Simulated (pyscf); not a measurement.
`[OH][GeH3]` + `[H]` [doublet] → `[OH][GeH2]` [doublet] + `[H][H]`, a hydrogen abstraction (doublet surface; Ge–H broken, H–H formed). Structures and frequencies: ωB97X-D3(BJ)/def2-SVP in PySCF. Energies in kJ/mol from the separated reactants.

Small-basis levels: PySCF, no dispersion term, spherical d functions. AM1 to PM7: differences of heats of formation from MOPAC, which are fitted to 298 K values and so differ in kind from electronic energies by zero-point and thermal terms. Open shells are spin-unrestricted. 

| level | barrier | reaction energy |
|---|---|---|
| HF/3-21G | 30.8 | -47.3 |
| MP2/6-31G*+LANL2DZ | [?] | -70.8 |
| BP86/6-31G*+LANL2DZ | -11.6 | -110.7 |
| PBE/6-31G*+LANL2DZ | -4.0 | -97.1 |
| B3LYP/LANL2DZ | -1.9 | -105.1 |
| B3LYP/6-31G*+LANL2DZ | -1.9 | -102.1 |
| PM6 | [?] | -242.8 |
| ωB97M-D3(BJ)/def2-TZVP | [?] | -87.7 |

Problem. Fill in the missing entries.

Solution. 
- MP2/6-31G*+LANL2DZ, barrier: 29.9
- PM6, barrier: -38.6
- ωB97M-D3(BJ)/def2-TZVP, barrier: 12.4

Against the last row the barrier runs from -50.9 (PM6) to +18.5 kJ/mol (HF/3-21G). At BP86/6-31G*+LANL2DZ, PBE/6-31G*+LANL2DZ, B3LYP/LANL2DZ, B3LYP/6-31G*+LANL2DZ, PM6 this geometry lies under one side, so the entry may be no barrier of that level: it is a single point on another level's saddle. ωB97M-D3(BJ)/def2-TZVP has limits of its own. This is the saddle that the search found; another between the same sides may lie lower. The angle at the transferred H is 179°. In the def2 sets elements up to Kr have no core potential.
